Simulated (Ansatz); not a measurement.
Two shapes of doublet H2O(+).

Shape 1:

```xyz
3

O     0.0000    0.0000   -0.1168
H     0.0000    0.8204    0.4674
H     0.0000   -0.8204    0.4674
```

Shape 2:

```xyz
3

O     0.0000    0.0000   -0.1075
H     0.0000    0.7548    0.4300
H     0.0000   -0.7548    0.4300
```

Basis set: 6-31G* (spherical functions). Frozen core: 1 orbital. Charge 1, multiplicity 2.

Computed with Ansatz (development build ahead of 0.2.0); each method stands on the lowest determinant of its kind that the runs found.

Problem. Which shape is lower in energy, and by how much in each method?

Solution.

```tsv
method	E(2) − E(1) (eV)
UHF	0.192
UHF-MP2	0.351
```

Shape 1 is lower.
